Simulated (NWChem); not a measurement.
System: carbon tetrachloride (CCl₄); SMILES ClC(Cl)(Cl)Cl

```xyz
5

Cl     1.3759    -1.1403    -0.0696
C      0.0000     0.0000     0.0000
Cl     0.6164     1.6785     0.0019
Cl    -1.0518    -0.2470    -1.4250
Cl    -0.9405    -0.2914     1.4927
```
Atoms are numbered in this order, from 1.

Computed with NWChem. All runs use the structure optimised with PBE-D3(BJ)/def2-SVP. Vzz is the largest principal value of the second derivative of the potential at the nucleus (NWChem prints the opposite sign); η is the asymmetry. Non-relativistic.

**Question.** Predict the results for PBE0/def2-SVP. Quantities: Vzz Cl5 (a.u.); η Cl5.

**Answer.** Vzz Cl5 (a.u.): 4.065
η Cl5: 0.00
